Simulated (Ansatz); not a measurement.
# NaH2+ (triplet): the correlation ladder, def2-TZVPP

The task here is to estimate one member of a computed series from the others.

Computed with Ansatz 0.2.0, Gaussian basis. Level: def2-TZVPP, core rule «outside noble gas», up to 5 orbitals frozen.

Plan: UHF; ROHF; CCSD(T) on UHF.

2 further runs of the same task are left out: 2 set aside as unsound or not needed.

## What is computed

The geometry is a PBE0/def2-TZVP stationary point (not a proven minimum) of the parent state, kept for this charge and spin.

3 atoms, charge 1, spin multiplicity 3.

Atoms are counted from 1 here; the program's logs count them from 0.

Bond lengths: Na1–H2 2.443 Å, Na1–H3 2.443 Å, H2–H3 0.752 Å. Angles: H2–Na1–H3 17.7°, Na1–H2–H3 81.1°, Na1–H3–H2 81.1°.

Set-up of the first run:

Input file in.yaml:

```yaml
crystal:
  periodic: [false, false, false]
  atoms:
    - {symbol: Na, position_ang: [0.000000, 0.000000, 0.194588]}
    - {symbol: H, position_ang: [0.000000, -0.375951, -2.219147]}
    - {symbol: H, position_ang: [0.000000, 0.375951, -2.219147]}
basis:
  gaussian: {orbitals: def2-TZVPP}
total_charge: 1
magnetization: {spin_polarized: true, initial_magnetization: 2}
hamiltonian: {xc: hf}
output: {orbitals: {seedname: orbitals}}
```

Launch:

```sh
$ ansatz run in.yaml --threads 1 --pin off --events-out ev --progress --plain --max-ram 4096MiB --backend cpu
```

Steps of the session up to this table: UHF; ROHF; CCSD(T) on UHF.

One of the session's tables, all rows but one given; the rest of the session is left out.

It belongs to the step «Misses and costs». 

```
  method  from UCCSD(T) (meV)
    ROHF               +146.6
     UHF                    ?
    UMP2                +39.5
   UCCSD                  0.0
UCCSD(T)                    0
```

Q: Estimate the row for UHF from the others.

The run gave: from UCCSD(T) (meV): +146.2. In the column «from UCCSD(T) (meV)» it lies between UMP2 (+39.5) and ROHF (+146.6).
